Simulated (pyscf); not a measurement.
PySCF, gas phase, ωB97X-D3(BJ)/def2-SVP geometries. Correlated levels are frozen-core, on RHF or UHF. ΔMP2 is the change of the MP2 total energy from the triple- to the quadruple-zeta basis.

Problem. How much does it cost (ΔH, 298 K, CCSD(T)/def2-TZVPP + ΔMP2(QZVPP)) to split `[SiH3][S][SiH3]` at its S–Si bond into SiH₃• + H₃Si–S•?

Solution. S–Si to SiH₃• + H₃Si–S•: 3.79 eV. Other isomers of H₃Si–S• were not searched in full and may lie lower. The CCSD(T) − MP2 part came from Ansatz, without density fitting, on the same reference.
